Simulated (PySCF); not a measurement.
**`[BH3-]P`: 4 charge schemes on one density**

BH5P (charge -1).
Structure used (PBE0-D3(BJ)/def2-SVP), in Å, numbered top down from 1:
```
atom  x, y, z in Å
B1    -0.5999   -0.1677    0.0755
P2     1.3241   -0.2702   -0.4630
H3    -1.1538    0.5555   -0.7687
H4    -0.7598    0.2811    1.2194
H5    -1.0439   -1.3240   -0.0159
H6     1.8062    1.0277   -0.0639
H7     1.9174   -0.8845    0.6978
```

Density: PBE0/pcSseg-1 (PySCF); schemes: Mulliken, IAO, Hirshfeld and ESP-fitted. Isolated species at its PBE0-D3(BJ)/def2-SVP geometry, gas phase. The pcSseg-1 basis has no diffuse functions, a weakness for an anion.

**Question.** What partial charge does each atom carry?

**Answer.** In e:

| atom | environment | Mulliken | IAO | Hirshfeld | ESP-fitted |
| --- | --- | --- | --- | --- | --- |
| B1 | four-coordinate boron | -0.267 | -0.627 | -0.226 | +0.599 |
| P2 | three-coordinate phosphorus | -0.263 | -0.070 | -0.171 | -0.673 |
| H3 | B–H hydrogen | -0.117 | -0.050 | -0.149 | -0.328 |
| H4 | B–H hydrogen | -0.120 | -0.059 | -0.153 | -0.390 |
| H5 | B–H hydrogen | -0.117 | -0.050 | -0.149 | -0.319 |
| H6 | P–H hydrogen | -0.058 | -0.072 | -0.076 | +0.054 |
| H7 | P–H hydrogen | -0.058 | -0.072 | -0.076 | +0.056 |

Mean size of the charges over all atoms: ESP-fitted 0.346 e, Hirshfeld 0.143 e, Mulliken 0.143 e, IAO 0.143 e. Each set sums to the total charge, -1, to within 0.001 e. The Mulliken scheme counts on each atom the diagonal of the density matrix times the overlap matrix over that atom's basis functions.

Lowest charge. The schemes don't all agree: Mulliken B1 (-0.267); IAO B1 (-0.627); Hirshfeld B1 (-0.226); ESP-fitted P2 (-0.673).

Highest charge. The schemes don't all agree: Mulliken H6 and H7 (-0.058); IAO H3 and H5 (-0.050); Hirshfeld H6 and H7 (-0.076); ESP-fitted B1 (+0.599).

**Question.** How many electrons does the ESP-fitted scheme count on B1?

**Answer.** Z − q = 5 − (+0.599) = 4.401.

**Question.** Sum the charges by element, for elements with more than one atom.

**Answer.** 
```tsv
element	atoms	Mulliken	IAO	Hirshfeld	ESP-fitted
H	5	-0.470	-0.303	-0.602	-0.926
```
